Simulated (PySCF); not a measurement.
Computed NMR parameters against published values

Molfile (atoms numbered from 1):
```
C3H4
     RDKit          3D

  7  7  0  0  0  0  0  0  0  0999 V2000
   -0.5241    0.6656   -0.0963 C   0  0  0  0  0  0  0  0  0  0  0  0
   -0.5607   -0.6177   -0.0043 C   0  0  0  0  0  0  0  0  0  0  0  0
    0.8099   -0.0126   -0.0196 C   0  0  0  0  0  0  0  0  0  0  0  0
   -1.0384    1.6083   -0.1700 H   0  0  0  0  0  0  0  0  0  0  0  0
   -1.1270   -1.5315    0.0454 H   0  0  0  0  0  0  0  0  0  0  0  0
    1.3876    0.0364    0.9040 H   0  0  0  0  0  0  0  0  0  0  0  0
    1.4253   -0.0935   -0.9162 H   0  0  0  0  0  0  0  0  0  0  0  0
  1  2  2  0
  2  3  1  0
  3  1  1  0
  1  4  1  0
  2  5  1  0
  3  6  1  0
  3  7  1  0
M  END
```

Published values to compare with: σ 13C C3 192.5; C1/C2 84.8; σ 1H H6/H7 30.70; H4/H5 24.40 ppm (CCSD(T)/cc-pCVQZ; gas (isolated, no vibration); M. Glasbrenner, PhD thesis, LMU Munich (RPA NMR shieldings paper, SI)).
σ 13C C3 192.1; C1/C2 83.7; σ 1H H6/H7 30.60; H4/H5 24.40 ppm (CCSD(T)/aug-cc-pCV[TQ]Z extrapolated; gas (isolated, no vibration); Teale, Lutnaes, Helgaker, Tozer, Gauss, JCP 2013, 138, 024111, as tabulated in M. Glasbrenner, PhD thesis, LMU Munich (SI Table 24)).

Rapidly exchanging positions averaged, no relativistic terms, no solvent model, one computed conformer. Shielding tensors at B97-2/pcSseg-2 (GIAO); PBE0-D3(BJ)/def2-TZVP structure; PySCF 2.14.

(1) Set the calculated values beside the experiment.

(2) How far are the unscaled 13C shieldings from the references?

(3) How far are the unscaled 1H shieldings from the references?

Results:

(1) 
Reference values: CCSD(T)/cc-pCVQZ (gas (isolated, no vibration); M. Glasbrenner, PhD thesis, LMU Munich (RPA NMR shieldings paper, SI)).
```tsv
atoms	quantity	reference	computed
C3	σ 13C	192.5	180.3
C1/C2	σ 13C	84.8	67.5
H6/H7	σ 1H	30.70	30.56
H4/H5	σ 1H	24.40	24.31
```

Reference values: CCSD(T)/aug-cc-pCV[TQ]Z extrapolated (gas (isolated, no vibration); Teale, Lutnaes, Helgaker, Tozer, Gauss, JCP 2013, 138, 024111, as tabulated in M. Glasbrenner, PhD thesis, LMU Munich (SI Table 24)).
```tsv
atoms	quantity	reference	computed
C3	σ 13C	192.1	180.3
C1/C2	σ 13C	83.7	67.5
H6/H7	σ 1H	30.60	30.56
H4/H5	σ 1H	24.40	24.31
```

Absolute shieldings are compared as such; zero-point and thermal motion, absent here, lowers them by some tenths of a ppm for H, a few ppm for C and up to about 10 ppm for F.

(2) Mean signed difference -14.37 ppm, mean absolute 14.37 ppm over 4 comparisons; the largest is -17.3 ppm at C1/C2 (alkene CH).

(3) Mean signed difference -0.09 ppm, mean absolute 0.09 ppm over 4 comparisons; the largest is -0.14 ppm at H6/H7 (hydrogen on a three-membered-ring carbon).

8 of the 32 published NMR values on file for this molecule are compared. The rest: other calculations.
